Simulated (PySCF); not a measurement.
Gas-phase reaction: SiOF2 + O ⇌ SiO2 + F2

Energies from PySCF, thermal terms from the rigid-rotor harmonic-oscillator model, ideal gas at 1 bar. † marks an energy on the PBE0/def2-TZVP geometry and frequencies; other levels use their own. CCSD(T) freezes the core. 6-31G* has spherical d functions here. Open shells (unrestricted): O (multiplicity 3, electronic degeneracy 9); the rest are closed-shell singlets. Spin-orbit splitting is ignored; it lowers the true energy and changes the entropy of O. B3LYP is the form with VWN-RPA correlation. SiOF2: computed as isolated molecules; such fragments, hydroxides, amides, oligomers or adducts are transient or little studied in the gas. CCSD(T) isn't extrapolated to the basis-set limit; its ΔH°(298 K) is 374.7 kJ in def2-SVP and 386.3 kJ in def2-TZVPP. The harmonic model lacks anharmonicity and excited electronic states, which grow with temperature; levels with a mode under 35 cm⁻¹ are left out. Warning, large T1 diagnostic: SiO2 (CCSD(T)/def2-SVP†).

```csv
level,"ΔE electronic, kJ","ΔH°(298 K), kJ","ΔS°(298 K), J/K","ΔG°(1000 K), kJ"
B3LYP/6-31G*,359,359,-4,365
B3LYP/def2-TZVP†,363,363,-6,371
CCSD(T)/def2-SVP†,375,375,-6,383
PBE/def2-SVP,269,269,-6,278
PBE0/def2-SVP†,357,357,-6,365
ωB97M-V/def2-TZVP†,374,374,-6,382
```
ΔH° is lowest at PBE/def2-SVP and highest at CCSD(T)/def2-SVP†. No reference value is set beside these.
